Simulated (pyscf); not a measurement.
This saddle point was located with ωB97X-D3(BJ)/def2-SVP in PySCF.

```xyz
10

Se    -0.6986    -0.2614     1.8133
H     -2.0292    -0.3865     0.7656
H     -0.3067    -1.6627     1.6366
F     -2.2734    -0.1726    -0.3769
W     -0.2972     0.4734    -0.7536
F     -0.9887     2.0116     0.0259
F      0.9589     0.3863    -2.1205
F     -1.3228     1.0223    -2.1879
F      1.2436     1.0829     0.0743
F     -0.1647    -1.3691    -0.8526
```

Surface: singlet, charge 0. Lowest wavenumbers (cm⁻¹): 787i, 97, 109, 161, 195.

Q: What reaction is this the transition state of?

A: H₂Se + tungsten hexafluoride (F–W(F)(F)(F)(F)–F) ⇌ F–W(F)(F)(F)(F)–SeH + hydrogen fluoride (HF), a four-centre exchange read from left to right: H–Se, F–W broken and Se–W, F–H formed. At ωB97M-D3(BJ)/def2-TZVP it lies +31.5 kcal/mol from the left side and +10.5 kcal/mol from the right (each side as separated species at their lowest minima found). On the reactant side the descent ends in an adduct with a Se–W contact, 6.0 kcal/mol over the separated species and 19.8 kcal/mol under the saddle at ωB97X-D3(BJ)/def2-TZVP. What is counted as formed (Se–W) is already present as a longer contact in the reactant adduct; forming that adduct is a step of its own. At ωB97X-D3(BJ)/def2-TZVP the barrier from the zero used here is 25.8 kcal/mol. This is the saddle that the search found; another between the same sides may lie lower. Elements up to Kr have no core potential and no relativistic terms here. Elements past Kr carry the def2 core potentials, without spin-orbit coupling.
